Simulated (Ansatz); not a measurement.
Energy needed to pull apart C2F (SMILES [C]#CF), doublet, into free ground-state atoms, from the structure below (displaced at random from a GFN2-xTB minimum); no zero-point or spin–orbit terms; open-shell atoms are treated unrestricted, in their ground-state multiplicity.

C1  (0.502, 1.035, 0.383)
C2  (0.013, 0.032, 0.012)
F3  (-0.500, -1.089, -0.406)
(Å)

Ansatz 0.2.0; basis: def2-TZVPP; cores frozen in the correlated methods; orbitals are unrestricted.

| method | atomization energy (eV) |
| --- | --- |
| SPW92 | ? |
| PBE-D4 | 12.03 |
| r2SCAN-D4 | 11.21 |
| PBE0-D4 | 11.28 |
| LC-wPBE | 11.23 |
| wB97M-V | 10.98 |
| HF | 6.69 |
| MP2 | ? |
| CCSD | 10.13 |
| CCSD(T) | 10.52 |

**Question.** What does SPW92 give? (Judge from chemistry; the value comes from the calculation.)

**Answer.** By the calculation: 13.97 eV, which is about 3.45 eV more than CCSD(T)/def2-TZVPP.

**Question.** What does MP2 give? (An estimate is asked for; the value comes from the calculation.)

**Answer.** The calculation gives: 10.96 eV, which is about 0.44 eV more than CCSD(T)/def2-TZVPP.

In triple zeta the MP2 and coupled-cluster atomization energies are still short of their basis limit by a few kcal/mol a bond, whereas those of the functionals are nearly converged, so these differences are not deviations from converged CCSD(T).

No T1 diagnostic of these runs exceeds 0.038. ⟨S²⟩ of the unrestricted Hartree–Fock references: 0.98 (a pure state has 0.75). The unrestricted reference is spin-contaminated, which hurts MP2 most.

For scale, one of the runs: CCSD(T)/def2-TZVPP forces, 93 basis functions (an equivalent command: `ansatz run in.yaml --threads 4`). Hardware: 4 CPU threads, shared host. Wall time 19 s; peak host memory 0.91 GiB.
